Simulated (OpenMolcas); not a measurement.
# BCl (SMILES [B]Cl) at HF/ANO-RCC-VDZP (DKH1)

Aim: the vertical ionisation energy of BCl at HF/ANO-RCC-VDZP (DKH1), from 2 runs. 

The results are computed with OpenMolcas 26.06.

**1. The structure to begin with**

BCl: 2 atoms, total charge 0, spin state singlet. As SMILES, `[B]Cl`. The shape is that of a PBE0-D4/def2-TZVP optimisation.

Bond lengths: B1–Cl2 1.718 Å.

**2. A single-point energy at HF/ANO-RCC-VDZP (DKH1)**

job.input reads:

```
&GATEWAY
Coord
2
angstrom
B        0.000000       0.000000      -0.069660
Cl       0.000000       0.000000       1.648190
Basis=ANO-RCC-VDZP
Group=NoSym
&SEWARD
Relativistic=R01O00
Expert
&SCF
PrOrbitals=0
```

On the command line:

```sh
$ export MOLCAS_MEM=1860
$ pymolcas job.input > job.log
```

Output:

```text
--- Start Module: gateway ---
[...]
--- Stop Module: gateway /rc=_RC_ALL_IS_WELL_ ---
--- Start Module: seward ---
[...]
 ###    WARNING:  EXPERT option is ON!                                       ###
 ###############################################################################
               SEWARD will generate:
[...]
      Basis functions           32
--- Stop Module: seward /rc=_RC_ALL_IS_WELL_ ---
[...]
--- Start Module: scf ---
[...]
       Convergence after  10 Iterations
[...]
::    Total SCF energy                               -485.8297159970
[...]
      Total spin, S                                     0.0000000000
[...]
      Total electronic charge=   22.000000
      Total            charge=   -0.000000
[...]
      Dipole Moment (debye):
      Origin of the operator (angstrom)=    0.0000    0.0000    1.2369
                   X=  1.7415E-13               Y= -8.7149E-14               Z=  1.3929E+00           Total=  1.3929E+00
      Quadrupole Moment (debye*angstrom):
[...]
--- Stop Module: scf /rc=_RC_ALL_IS_WELL_ ---
[...]
```

Wall time 2 s (1 thread of Arm Neoverse V2, shared host); peak memory 0.38 GiB.

**3. The doublet cation**

job.input reads:

```
&GATEWAY
 Coord
 2
 angstrom
 B        0.000000       0.000000      -0.069660
 Cl       0.000000       0.000000       1.648190
 Basis=ANO-RCC-VDZP
 Group=NoSym

&SEWARD
 Relativistic=R01O00
 Expert

&SCF
 UHF
 Charge=1
 Spin=2
 PrOrbitals=0
```

On the command line:

```sh
$ export MOLCAS_MEM=1860
$ pymolcas job.input > job.log
```

Output:

```text
--- Start Module: gateway ---
[...]
--- Stop Module: gateway /rc=_RC_ALL_IS_WELL_ ---
--- Start Module: seward ---
[...]
 ###    WARNING:  EXPERT option is ON!                                       ###
 ###############################################################################
               SEWARD will generate:
[...]
      Basis functions           32
--- Stop Module: seward /rc=_RC_ALL_IS_WELL_ ---
[...]
--- Start Module: scf ---
[...]
       Convergence after  16 Iterations
[...]
::    Total SCF energy                               -485.4987133312
[...]
      Total spin, S                                     0.5048567981
[...]
      Total electronic charge=   21.000000
      Total            charge=    1.000000
[...]
      Dipole Moment (debye):
      Origin of the operator (angstrom)=    0.0000    0.0000    1.2369
                   X=  1.6033E-13               Y=  1.2770E-13               Z= -3.9952E+00           Total=  3.9952E+00
      Center of Charge (angstrom)
[...]
--- Stop Module: scf /rc=_RC_ALL_IS_WELL_ ---
[...]
```

Run time: 2.3 s. Hardware: 1 thread of Arm Neoverse V2, shared host; peak memory 0.38 GiB.

**4. Results**

Level: HF/ANO-RCC-VDZP (DKH1).

| quantity | value |
| --- | --- |
| singlet BCl: total energy | -485.82972 Eh |
| singlet BCl: dipole moment | 1.39 D |
| singlet BCl: HOMO energy | -10.31 eV |
| singlet BCl: LUMO energy | 2.06 eV |
| singlet BCl: HOMO–LUMO gap | 12.36 eV |
| doublet cation: total energy | -485.49871 Eh |
| doublet cation: HOMO energy (highest over α and β) | -21.22 eV |
| doublet cation: LUMO energy (lowest over α and β) | -7.86 eV |
| doublet cation: ⟨S²⟩ | 0.760 |
| vertical ionisation energy (to the doublet cation) | 9.007 eV |

**Reading.** Removing an electron at fixed nuclei costs 9.01 eV (208 kcal/mol). −ε(HOMO) before ionisation, 10.31 eV, is 1.30 eV above this ionisation energy.
